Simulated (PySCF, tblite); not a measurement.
Isomers of C5H6F (doublet state), one GFN2-xTB conformer each. Single-point energies are computed at B3LYP/pcH-1 (PySCF, gas phase, no added dispersion term), electronic only. GFN2-xTB treats the open shell by occupation alone, and not every SCF solution was tested for stability.

```json
{"SMILES": "C=[C]/C=C(\\C)F", "GFN2-xTB relative energy (kJ/mol)": "0.0"}
{"SMILES": "C[C@@H](F)C1=C[CH]1", "GFN2-xTB relative energy (kJ/mol)": "155.4"}
{"SMILES": "C[C@]1(F)[C]=CC1", "GFN2-xTB relative energy (kJ/mol)": "87.7"}
```

Conformers: `[CH3:1][C@@H:2]([F:3])[C:4]1=[CH:5][CH:6]1` (doublet state) with C1–C2–C4–C5 -151°.

Question: What does B3LYP/pcH-1 give for the same structures?

Answer: 
```tsv
SMILES	B3LYP/pcH-1 E (Eh)	B3LYP/pcH-1 (kJ/mol)	GFN2-xTB (kJ/mol)	point group
C=[C]/C=C(\C)F	-293.90809	0.0	0.0	Cs
C[C@]1(F)[C]=CC1	-293.86284	118.8	87.7	–
C[C@@H](F)C1=C[CH]1	-293.84718	159.9	155.4	C1
```

Both levels put the same isomer lowest; measured from each level's own lowest isomer, the values differ by up to 31.1 kJ/mol (C[C@]1(F)[C]=CC1: 87.7 against 118.8). As drawn, the highest has a three-membered ring, which the lowest lacks.

Question: What happens when harmonic zero-point energies from GFN2-xTB frequencies are added?

Answer: 
```
             SMILES  ZPE (kJ/mol)  electronic (kJ/mol)  with ZPE (kJ/mol)
     C=[C]/C=C(\C)F         232.3                  0.0                0.0
   C[C@]1(F)[C]=CC1         241.9                118.8              128.5
C[C@@H](F)C1=C[CH]1         234.8                159.9              162.5
```

The zero-point energies span 9.6 kJ/mol. The order is unchanged.
